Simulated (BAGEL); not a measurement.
**HF/pcseg-1 (DC, density fitting with svp-jkfit) run of BNH6 (SMILES [BH3-][NH3+])**

Aim: the energy difference between two shapes of BNH6 at HF/pcseg-1 (DC, density fitting with svp-jkfit), from 2 runs. 

Program for the calculation: BAGEL 1.2.2.

7 further runs of the same task are left out: 3 that didn't finish, 4 set aside as unsound or not needed.

**1. The system as given**

BNH6: 8 atoms, total charge 0, spin state singlet. SMILES: `[BH3-][NH3+]`. Geometry: relaxed at PBE0-D4/def2-TZVP.

Bond lengths: B1–N2 1.639 Å, B1–H3 1.212 Å, B1–H4 1.212 Å, B1–H5 1.212 Å, N2–H6 1.015 Å, N2–H7 1.015 Å, N2–H8 1.015 Å. Some angles: B1–N2–H6 110.9°, B1–N2–H7 110.9°, B1–N2–H8 110.9°, N2–B1–H3 105.3°, N2–B1–H4 105.3°, N2–B1–H5 105.3°, H6–N2–H7 108.0°, H6–N2–H8 108.0°, H7–N2–H8 108.0°, H3–B1–H4 113.3°.

**2. Energy and gradient at HF/pcseg-1 (DC, density fitting with svp-jkfit)**

hf.json

```json
{ "bagel": [

{
  "title": "molecule",
  "basis": "pcseg-1.json",
  "df_basis": "svp-jkfit",
  "angstrom": "true",
  "geometry": [
    { "atom": "B", "xyz": [      -0.191300,       0.250800,      -0.775400 ] },
    { "atom": "N", "xyz": [       0.206500,      -0.255100,       0.731700 ] },
    { "atom": "H", "xyz": [      -0.078200,      -0.728400,      -1.481000 ] },
    { "atom": "H", "xyz": [      -1.332600,       0.649700,      -0.687200 ] },
    { "atom": "H", "xyz": [       0.604400,       1.126600,      -1.038400 ] },
    { "atom": "H", "xyz": [       0.140800,       0.507000,       1.398700 ] },
    { "atom": "H", "xyz": [       1.156600,      -0.611300,       0.755300 ] },
    { "atom": "H", "xyz": [      -0.414000,      -0.996500,       1.040500 ] }
  ]
},

{ "title": "hf" },

{
  "title": "force",
  "method": [
    { "title": "dhf", "gaunt": "false", "breit": "false" }
  ]
}

]}
```

The basis set pcseg-1 is read from a file made from the Basis Set Exchange's data (not shown).

Command:

```
$ BAGEL_NUM_THREADS=1 BAGEL hf.json > hf.out
```

What it wrote:

```text
* using 1 threads per process

  ===============================================================
  ===============================================================

  *** Geometry ***

  { "atom" : "B", "xyz" : [     -0.361505,      0.473943,     -1.465294 ] },
  { "atom" : "N", "xyz" : [      0.390228,     -0.482069,      1.382713 ] },
  { "atom" : "H", "xyz" : [     -0.147777,     -1.376477,     -2.798684 ] },
  { "atom" : "H", "xyz" : [     -2.518249,      1.227755,     -1.298620 ] },
  { "atom" : "H", "xyz" : [      1.142150,      2.128965,     -1.962292 ] },
  { "atom" : "H", "xyz" : [      0.266073,      0.958091,      2.643160 ] },
  { "atom" : "H", "xyz" : [      2.185657,     -1.155190,      1.427310 ] },
  { "atom" : "H", "xyz" : [     -0.782347,     -1.883112,      1.966260 ] },

  Number of auxiliary basis functions:      260

  Since a DF basis is specified, we compute 2- and 3-index integrals:
    o Being stored without compression. Storage requirement is 0.007 GB

  Number of basis functions:       58
  Number of electrons      :       18

    * METHOD: MOLECULE                             0.06

  *** RHF ***

  === Nuclear Repulsion ===
    40.7545627830

      * DIIS with orbital gradients will be used.

  === RHF iteration (pcseg-1.json) ===
      0        -82.47113294          0.02251332           0.01
      1        -82.57592112          0.01029491           0.01
      2        -82.59534097          0.00198904           0.01
      3        -82.59637774          0.00045269           0.01
      4        -82.59643514          0.00008110           0.01
      5        -82.59643783          0.00001514           0.01
      6        -82.59643797          0.00000313           0.01
      7        -82.59643797          0.00000050           0.01
      8        -82.59643797          0.00000012           0.01
      9        -82.59643797          0.00000002           0.01
     10        -82.59643797          0.00000000           0.01
    * SCF iteration converged.

    * Permanent dipole moment:
           (   -0.548311,     0.697156,    -2.076918) a.u.

    * METHOD: HF                                   0.12

  The gradients will be computed analytically.
  *** Geometry (Relativistic) ***

  *** Dirac HF ***

  === Nuclear Repulsion ===
    40.7545627830

      * DIIS with orbital gradients will be used.

  === Dirac RHF iteration (pcseg-1.json, RKB) ===
      0        -82.63456106          0.00002504           0.62
      1        -82.63456081          0.00000380           0.68
      2        -82.63456088          0.00000179           0.65
      3        -82.63456090          0.00000039           0.65
      4        -82.63456090          0.00000005           0.65
      5        -82.63456090          0.00000001           0.65
    * SCF iteration converged.

    * Permanent dipole moment: Dirac Hartree-Fock
           (   -0.548023,     0.696790,    -2.075826) a.u.

  * Nuclear energy gradient

    o Atom   0
        x          0.0027969787
        y         -0.0035140147
        z          0.0105255808
    o Atom   1
        x         -0.0040142855
        y          0.0050798851
        z         -0.0150224137
    o Atom   2
        x         -0.0000748198
        y         -0.0001371548
        z         -0.0005948714
    o Atom   3
        x         -0.0004168308
        y          0.0002371058
        z         -0.0003732377
    o Atom   4
        x          0.0000955724
        y          0.0003581434
        z         -0.0004600748
    o Atom   5
        x         -0.0008931646
        y          0.0074617273
        z          0.0050708227
    o Atom   6
        x          0.0085779521
        y         -0.0029540539
        z         -0.0008952912
    o Atom   7
        x         -0.0060714025
        y         -0.0065316382
        z          0.0017494852
  * Gradient computed with                              3.94

    * METHOD: FORCE                                8.93

  ===============================================================
```

It took 9.3 s on 1 thread of Arm Neoverse V1, shared host; peak memory 0.32 GiB.

**3. The distorted shape, same level**

input.json

```json
{ "bagel" : [

{
  "title" : "molecule",
  "basis" : "pcseg-1.json",
  "df_basis" : "svp-jkfit",
  "angstrom" : true,
  "geometry" : [
    { "atom" : "B", "xyz" : [   -0.221153,    0.247526,   -0.678152 ] },
    { "atom" : "N", "xyz" : [    0.436293,   -0.311141,    0.592663 ] },
    { "atom" : "H", "xyz" : [   -0.088007,   -0.709562,   -1.403182 ] },
    { "atom" : "H", "xyz" : [   -1.338154,    0.499226,   -0.599656 ] },
    { "atom" : "H", "xyz" : [    0.520097,    1.131576,   -0.985465 ] },
    { "atom" : "H", "xyz" : [    0.031701,    0.565542,    1.403986 ] },
    { "atom" : "H", "xyz" : [    1.222376,   -0.573225,    0.771770 ] },
    { "atom" : "H", "xyz" : [   -0.333371,   -1.055466,    1.098880 ] }
  ]
},
{
  "title" : "hf"
},
{
  "title" : "force",
  "method" : [
    {
      "title" : "dhf",
      "gaunt" : false,
      "breit" : false
    }
  ]
}

]}
```

The basis set pcseg-1 is read from a file made from the Basis Set Exchange's data (not shown).

Command:

```
$ BAGEL_NUM_THREADS=1 BAGEL input.json > input.out
```

What it wrote:

```text
* using 1 threads per process

  ===============================================================
  ===============================================================

  *** Geometry ***

  { "atom" : "B", "xyz" : [     -0.417919,      0.467756,     -1.281522 ] },
  { "atom" : "N", "xyz" : [      0.824474,     -0.587971,      1.119971 ] },
  { "atom" : "H", "xyz" : [     -0.166309,     -1.340878,     -2.651630 ] },
  { "atom" : "H", "xyz" : [     -2.528745,      0.943400,     -1.133186 ] },
  { "atom" : "H", "xyz" : [      0.982841,      2.138369,     -1.862259 ] },
  { "atom" : "H", "xyz" : [      0.059906,      1.068719,      2.653149 ] },
  { "atom" : "H", "xyz" : [      2.309956,     -1.083238,      1.458434 ] },
  { "atom" : "H", "xyz" : [     -0.629980,     -1.994542,      2.076582 ] },

  Number of auxiliary basis functions:      260

  Since a DF basis is specified, we compute 2- and 3-index integrals:
    o Being stored without compression. Storage requirement is 0.007 GB

  Number of basis functions:       58
  Number of electrons      :       18

    * METHOD: MOLECULE                             0.06

  *** RHF ***

  === Nuclear Repulsion ===
    41.4790283366

      * DIIS with orbital gradients will be used.

  === RHF iteration (pcseg-1.json) ===
      0        -82.32163679          0.02546696           0.01
      1        -82.44271664          0.01383256           0.01
      2        -82.47652285          0.00226083           0.01
      3        -82.47806849          0.00066410           0.01
      4        -82.47821090          0.00012321           0.01
      5        -82.47822163          0.00003781           0.01
      6        -82.47822260          0.00000787           0.01
      7        -82.47822263          0.00000201           0.01
      8        -82.47822264          0.00000067           0.01
      9        -82.47822264          0.00000024           0.01
     10        -82.47822264          0.00000007           0.01
     11        -82.47822264          0.00000002           0.01
     12        -82.47822264          0.00000001           0.01
    * SCF iteration converged.

    * Permanent dipole moment:
           (   -0.465714,     0.620715,    -2.227751) a.u.

    * METHOD: HF                                   0.13

  The gradients will be computed analytically.
  *** Geometry (Relativistic) ***

  *** Dirac HF ***

  === Nuclear Repulsion ===
    41.4790283366

      * DIIS with orbital gradients will be used.

  === Dirac RHF iteration (pcseg-1.json, RKB) ===
      0        -82.51645664          0.00002520           0.62
imaginary part of energy is nonzero!! Perhaps Fock is not Hermite for some reasons -1.262823965e-12
      1        -82.51645641          0.00000457           0.67
      2        -82.51645651          0.00000248           0.66
      3        -82.51645655          0.00000052           0.66
      4        -82.51645655          0.00000009           0.66
      5        -82.51645655          0.00000001           0.65
      6        -82.51645655          0.00000000           0.65
    * SCF iteration converged.

    * Permanent dipole moment: Dirac Hartree-Fock
           (   -0.465676,     0.620449,    -2.226262) a.u.

  * Nuclear energy gradient

    o Atom   0
        x         -0.0408203359
        y          0.0194814468
        z          0.0609803985
    o Atom   1
        x          0.3813949470
        y         -0.0952939877
        z         -0.1329056701
    o Atom   2
        x          0.0018847824
        y          0.0001145259
        z          0.0156163230
    o Atom   3
        x          0.0279199512
        y         -0.0098831478
        z         -0.0180136533
    o Atom   4
        x          0.0006789135
        y         -0.0122080969
        z          0.0071940933
    o Atom   5
        x         -0.0599687669
        y          0.0693574610
        z          0.0626302606
    o Atom   6
        x         -0.2388735393
        y          0.0707897013
        z         -0.0448201381
    o Atom   7
        x         -0.0722159520
        y         -0.0423579027
        z          0.0493183861
  * Gradient computed with                              3.94

    * METHOD: FORCE                                9.60

  ===============================================================
```

Wall time 10 s (1 thread of Arm Neoverse V1, shared host); peak memory 0.36 GiB.

**4. What came out**

At HF/pcseg-1 (DC, density fitting with svp-jkfit):

| quantity | value |
| --- | --- |
| first shape: total energy | -82.63456 Eh |
| first shape: dipole moment | 5.74 D |
| first shape: largest force on an atom | 0.841 eV/Å |
| distorted shape: total energy | -82.51646 Eh |
| distorted shape: dipole moment | 5.99 D |
| distorted shape: largest force on an atom | 21.339 eV/Å |
| energy change with the atoms displaced | 3.214 eV |

What this shows: With the atoms displaced the energy rises by 3.21 eV (310 kJ/mol). The first shape isn't relaxed at this level, so the change isn't measured from a minimum. The largest force (first shape) is 0.84 eV/Å: the shape isn't a stationary point for this species at this level.
